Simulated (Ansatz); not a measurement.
The input, for Ansatz 0.2.0:

```yaml
crystal:
  periodic: [false, false, false]
  atoms:
    - {symbol: Ga, position_ang: [0.000000, 0.000000, 0.000000]}
    - {symbol: H, position_ang: [0.716449, 0.729187, 1.486548]}
    - {symbol: H, position_ang: [-0.727441, -0.718195, 1.486561]}
    - {symbol: H, position_ang: [-0.718186, 0.716440, -1.491899]}
    - {symbol: H, position_ang: [0.729177, -0.727431, -1.481210]}
basis:
  gaussian: {orbitals: def2-mTZVP}
total_charge: 1
magnetization: {spin_polarized: false, initial_magnetization: 2}
correlation: {method: ccsd_t, electrons: outside_noble_gas}
output: {forces: true}
```

```sh
$ ansatz run in.yaml --threads 1 --pin off --events-out ev --progress --plain --max-ram 2393MiB
```

Log:

```
477 factors; integrals over basis functions are off by at most 2.7e-4 eV
mean field evaluation 1: about -52382.9916 eV, gradient 7.2e0 eV
mean field evaluation 2: about -52382.9921 eV, gradient 7.2e0 eV
mean field evaluation 4: about -52383.4650 eV, gradient 4.8e-1 eV
mean field evaluation 8: about -52383.4660 eV, gradient 2.6e-6 eV
mean field evaluation 16: about -52383.4659 eV, gradient 2.4e-1 eV
mean field evaluation 32: about -52380.5237 eV, gradient 1.1e0 eV
mean field evaluation 64: about -52380.5491 eV, gradient 1.7e-2 eV
mean field -52383.46599360 eV, -1925.0568684763 hartree, gradient 6.5e-7 eV, S^2 2.000000; 3 other end points of the search recorded, 0 dependent functions left out
determinant -52383.46599360 eV, -1925.0568684763 hartree, with singles and doubles -52386.10633751 eV, -1925.1538993253 hartree
determinant -52380.54907608 eV, -1924.9496737348 hartree, with singles and doubles -52383.40491135 eV, -1925.0546237452 hartree
14 core orbitals not correlated: weight in the atoms' cores, before any rotation towards them, 0.999 or more for the frozen orbitals, at most 0.001 for the correlated occupied ones
reference -52383.46599360 eV, -1925.0568684763 hartree; 4, 2 occupied and 30, 32 virtual orbitals, 477 factors
second order -1.63306884 eV of doubles, -0.22236731 eV of singles
cycle   1  -2.61202961 eV  change   -6.1e-2 eV  update   1.7e-2
cycle   2  -2.62581502 eV  change   -1.4e-2 eV  update   5.8e-3
cycle   3  -2.62946885 eV  change   -3.7e-3 eV  update   2.1e-3
cycle   4  -2.63041303 eV  change   -9.4e-4 eV  update   7.2e-4
cycle   5  -2.63071622 eV  change   -3.0e-4 eV  update   2.8e-4
cycle   6  -2.63103650 eV  change   -3.2e-4 eV  update   1.2e-4
cycle   7  -2.63110704 eV  change   -7.1e-5 eV  update   3.2e-5
cycle   8  -2.63110761 eV  change   -5.7e-7 eV  update   1.1e-5
cycle   9  -2.63110654 eV  change    1.1e-6 eV  update   3.6e-6
cycle  10  -2.63110711 eV  change   -5.7e-7 eV  update   1.2e-6
cycle  11  -2.63110739 eV  change   -2.8e-7 eV  update   3.5e-7
cycle  12  -2.63110763 eV  change   -2.4e-7 eV  update   1.4e-7
perturbative correction -0.06321920 eV, -0.0023232627 hartree
the calculation of the forces begins
mean field evaluation 96: about -52383.4652 eV, gradient 2.5e-2 eV
Total energy: -52386.16032043 eV, -1925.1558831610 hartree
Atom 0 at     0.000000     0.000000     0.000000 Å, force     0.000000     0.000000    -0.000002 eV/Å
Atom 1 at     0.716449     0.729187     1.486548 Å, force    -0.218981    -0.224691    -0.699890 eV/Å
Atom 2 at    -0.727441    -0.718195     1.486561 Å, force     0.224156     0.219516    -0.699893 eV/Å
Atom 3 at    -0.718186     0.716440    -1.491899 Å, force     0.219515    -0.218979     0.701533 eV/Å
Atom 4 at     0.729177    -0.727431    -1.481210 Å, force    -0.224690     0.224154     0.698252 eV/Å
Dipole moment:    -0.000000    -0.000000    -0.000000 e Å
```

Forces (eV/Å):
```
Ga   0.000  0.000  0.000
H   -0.219 -0.225 -0.700
H    0.224  0.220 -0.700
H    0.220 -0.219  0.702
H   -0.225  0.224  0.698
```

Ran on 1 thread of Arm Neoverse N1, shared host: 3.6 s wall, 0.18 GiB peak host memory.
